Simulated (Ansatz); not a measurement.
# SiH₅O (doublet): from Hartree-Fock to the top rungs at distance O1–H3 along a hydrogen transfer = 1.007 Å, cc-pVDZ

One table from this session's results is given with a row withheld; the runs are named, their logs left out.

The runs use Ansatz 0.2.0, Gaussian basis; cc-pVDZ, core rule «outside noble gas», up to 6 orbitals frozen.

Plan: UHF; CCSD(T) on ROHF; CCSD(T) on UHF; BCCD(T) on ROHF; CISD; CCSDT(Q) on ROHF; CCSDT(Q) on UHF; CASSCF and MRCISD+Q, 3 electrons in 3 orbitals; CASSCF and NEVPT2, 3 electrons in 3 orbitals.

**The system**

The geometry derives from fragments relaxed apart (PBE0/def2-TZVP) and kept rigid, so it is no stationary point. A hydrogen atom is moved between rigid fragments.

7 atoms, charge 0, spin multiplicity 2.

Atoms are counted from 1 here; the program's logs count them from 0.

Bond lengths: O1–H2 0.960 Å, O1–H3 1.007 Å, Si4–H5 1.486 Å, Si4–H6 1.486 Å, Si4–H7 1.486 Å. Angles: H2–O1–H3 105.1°, H5–Si4–H6 111.3°, H5–Si4–H7 111.3°, H6–Si4–H7 111.3°.

Set-up of the first run:

Contents of in.yaml:

```yaml
crystal:
  periodic: [false, false, false]
  atoms:
    - {symbol: O, position_ang: [-1.772715, -0.019012, 0.000000]}
    - {symbol: H, position_ang: [-2.022024, 0.907564, 0.000000]}
    - {symbol: H, position_ang: [-0.765715, -0.019012, 0.000000]}
    - {symbol: Si, position_ang: [0.958285, -0.019012, 0.000000]}
    - {symbol: H, position_ang: [1.408258, -1.435264, 0.000000]}
    - {symbol: H, position_ang: [1.408259, 0.689115, -1.226512]}
    - {symbol: H, position_ang: [1.408260, 0.689115, 1.226511]}
basis:
  gaussian: {orbitals: cc-pVDZ}
magnetization: {spin_polarized: true, initial_magnetization: 1}
hamiltonian: {xc: hf}
output: {orbitals: {seedname: orbitals}}
```

On the command line:

```
$ ansatz run in.yaml --threads 1 --pin off --events-out ev --progress --plain --max-ram 2816MiB --backend cpu
```

Steps of the session up to this table: UHF; CCSD(T) on ROHF; CCSD(T) on UHF; BCCD(T) on ROHF; CISD; CCSDT(Q) on ROHF; CCSDT(Q) on UHF; CASSCF and MRCISD+Q, 3 electrons in 3 orbitals; CASSCF and NEVPT2, 3 electrons in 3 orbitals.

One table of the session follows, with a row left open; its other results are not shown here.

It belongs to the step «Misses and costs». 

| method | from UCCSDT(Q) (meV) |
| --- | --- |
| ROHF | +9683.0 |
| UHF | +9570.1 |
| RMP2 | +1163.7 |
| UMP2 | +1190.5 |
| CISD | +1085.2 |
| RCCSD | +227.3 |
| UCCSD | +224.3 |
| RCCSD(T) | +41.3 |
| UCCSD(T) | +41.4 |
| BCCD(T) | +40.7 |
| RCCSDT | +18.1 |
| UCCSDT | +17.7 |
| RCCSDT(Q) | +0.7 |
| UCCSDT(Q) | 0 |
| CASSCF pair | +9092.8 |
| NEVPT2 pair | +1224.9 |
| MRCISD pair | ? |
| MRCISD+Q pair | +145.9 |

**Question.** Estimate the row for MRCISD pair.

The run gave: from UCCSDT(Q) (meV): +984.7. In the column «from UCCSDT(Q) (meV)» it lies between RCCSD (+227.3) and CISD (+1085.2).

Caveats from the session: Restricted and unrestricted rows rest on different reference determinants; where their highest levels disagree by more than a few hundredths of an eV, they describe different states and don't form one ladder.
